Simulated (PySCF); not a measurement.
**Frontier levels across methods**

Compound: H2O3S.
Cartesian coordinates in Å at the PBE0-D3(BJ)/def2-SVP level; atoms count from 1:
```xyz
6
H2O3S angstrom
O     -0.9883   -1.1965   -0.7744
S     -0.4150   -0.0584   -0.1086
O     -0.4297    1.2789   -0.6606
O      1.1175   -0.4148    0.2557
H     -0.9147   -0.0163    1.1638
H      1.6504    0.3772    0.0817
```

Basis pcSseg-2 throughout (PySCF), one geometry. One conformer (not necessarily the lowest) at the PBE0-D3(BJ)/def2-SVP geometry, without solvent, vibrations or thermal averaging.

**Question.** How do the orbital energies, the gap and the dipole change with the method?

**Answer.** 
| method | kind | HOMO (eV) | LUMO (eV) | gap (eV) | μ (D) | SCF cycles |
| --- | --- | --- | --- | --- | --- | --- |
| BLYP | GGA | -7.97 | -0.93 | 7.05 | 2.95 | 16 |
| OPBE | GGA | -8.02 | -0.71 | 7.31 | 2.89 | 18 |
| PBE | GGA | -8.07 | -0.86 | 7.21 | 2.93 | 17 |
| B97-D | GGA | -8.08 | -0.79 | 7.29 | 2.95 | 16 |
| BP86 | GGA | -8.18 | -0.85 | 7.33 | 2.94 | 17 |
| KT2 | GGA | -8.18 | -0.89 | 7.29 | 2.91 | 17 |
| KT3 | GGA | -8.19 | -1.03 | 7.15 | 2.89 | 18 |
| LDA | LDA | -8.30 | -1.00 | 7.31 | 3.00 | 16 |
| B97-2 | global hybrid | -9.41 | 0.02 | 9.43 | 3.07 | 15 |
| B3LYP | global hybrid | -9.46 | -0.36 | 9.10 | 3.09 | 14 |
| PBE0 | global hybrid | -9.72 | 0.04 | 9.76 | 3.10 | 15 |
| mPW1PW91 | global hybrid | -9.74 | 0.02 | 9.76 | 3.10 | 15 |
| CAM-B3LYP | range-separated hybrid | -11.20 | 0.79 | 11.99 | 3.18 | 13 |
| BHandHLYP | global hybrid | -11.31 | 0.67 | 11.98 | 3.28 | 12 |
| wB97X-D | range-separated hybrid | -11.62 | 1.85 | 13.47 | 3.15 | 14 |
| LC-wPBE | range-separated hybrid | -12.54 | 2.08 | 14.62 | 3.19 | 14 |
| HF | Hartree–Fock | -13.86 | 2.52 | 16.38 | 3.51 | 11 |

The HOMO spans 5.89 eV, from BLYP down to HF, and the gap runs from 7.05 eV (BLYP) to 16.38 eV (HF). Over the methods BLYP (0 %), OPBE (0 %), PBE (0 %), B97-D (0 %), BP86 (0 %), KT2 (0 %), KT3 (0 %), LDA (0 %), B97-2 (21 %), B3LYP (20 %), PBE0 (25 %), mPW1PW91 (25 %), BHandHLYP (50 %), HF (100 %), a straight line through the gap against the share of exact exchange rises by 0.92 eV for each 10 % (correlation coefficient 0.999). The dipole ranges from 2.89 D (OPBE) to 3.51 D (HF). This basis has no diffuse functions.
